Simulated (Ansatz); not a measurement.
# CH5O (doublet): the correlation ladder at distance O1–H3 along a hydrogen transfer = 1.039 Å, cc-pVDZ

How much of the correlation energy of CH5O (doublet) does each wave-function method recover here?

The runs use Ansatz 0.2.0, Gaussian basis; cc-pVDZ, core rule «outside noble gas», up to 2 orbitals frozen.

To be run: UHF; CCSD(T) on ROHF; CCSD(T) on UHF; BCCD(T) on ROHF; CISD; CCSDT(Q) on ROHF; CCSDT(Q) on UHF; CASSCF and MRCISD+Q, 3 electrons in 3 orbitals; CASSCF and NEVPT2, 3 electrons in 3 orbitals.

## (1) The system

The geometry derives from fragments relaxed apart (PBE0/def2-TZVP) and kept rigid, so it is no stationary point. A hydrogen atom is moved between rigid fragments.

7 atoms, charge 0, spin multiplicity 2.

Atoms are counted from 1 here; the program's logs count them from 0.

Bond lengths: O1–H2 0.960 Å, O1–H3 1.039 Å, C4–H5 1.080 Å, C4–H6 1.080 Å, C4–H7 1.080 Å. Angles: H2–O1–H3 105.1°, H5–C4–H6 120.0°, H5–C4–H7 120.0°, H6–C4–H7 120.0°.

## (2) UHF

File in.yaml:

```yaml
crystal:
  periodic: [false, false, false]
  atoms:
    - {symbol: O, position_ang: [-1.210021, -0.028258, 0.000000]}
    - {symbol: H, position_ang: [-1.459331, 0.898317, 0.000000]}
    - {symbol: H, position_ang: [-0.171021, -0.028258, 0.000000]}
    - {symbol: C, position_ang: [1.396979, -0.028258, 0.000000]}
    - {symbol: H, position_ang: [1.396979, -1.108280, 0.000000]}
    - {symbol: H, position_ang: [1.396979, 0.511753, 0.935327]}
    - {symbol: H, position_ang: [1.396979, 0.511753, -0.935327]}
basis:
  gaussian: {orbitals: cc-pVDZ}
magnetization: {spin_polarized: true, initial_magnetization: 1}
hamiltonian: {xc: hf}
output: {orbitals: {seedname: orbitals}}
```

On the command line:

```bash
> ansatz run in.yaml --threads 1 --pin off --events-out ev --progress --plain --max-ram 4096MiB --backend cpu
```

The runs that follow: CCSD(T) on ROHF; CCSD(T) on UHF; BCCD(T) on ROHF; CISD; CCSDT(Q) on ROHF; CCSDT(Q) on UHF; CASSCF and MRCISD+Q, 3 electrons in 3 orbitals; CASSCF and NEVPT2, 3 electrons in 3 orbitals.

**Question.** What will the summary of the whole plan be? Wanted: UCCSDT(Q) below the RHF energy; RMP2 from UCCSDT(Q); UMP2 from UCCSDT(Q); RCCSD from UCCSDT(Q); RCCSD(T) from UCCSDT(Q); UCCSD(T) from UCCSDT(Q); RCCSDT(Q) from UCCSDT(Q); NEVPT2 pair from UCCSDT(Q); MRCISD+Q pair from UCCSDT(Q).

The runs gave:

```
                         quantity                                                   value
   UCCSDT(Q) below the RHF energy                                             -10.4618 eV
              RMP2 from UCCSDT(Q)                                         +24.57 kcal/mol
              UMP2 from UCCSDT(Q)                                         +24.85 kcal/mol
             RCCSD from UCCSDT(Q)                                          +5.29 kcal/mol
          RCCSD(T) from UCCSDT(Q)                                          +0.86 kcal/mol
          UCCSD(T) from UCCSDT(Q)                                          +0.86 kcal/mol
         RCCSDT(Q) from UCCSDT(Q)                                          +0.02 kcal/mol
       NEVPT2 pair from UCCSDT(Q)                                         +24.80 kcal/mol
     MRCISD+Q pair from UCCSDT(Q)                                          +3.16 kcal/mol
levels within 1 kcal/mol (43 meV)  RCCSD(T), UCCSD(T), BCCD(T), RCCSDT, UCCSDT, RCCSDT(Q)
                    T1 diagnostic                                                   0.016
```

In words: RCCSD(T) misses by +0.86 kcal/mol, 0.4 % of the correlation energy. Of the multireference levels listed MRCISD+Q pair comes nearest in total energy (+3.16 kcal/mol), which doesn't show that its space is the better one. These misses are within one basis, not against nature; the frozen cores of restricted and unrestricted runs differ, which can shift their rows.
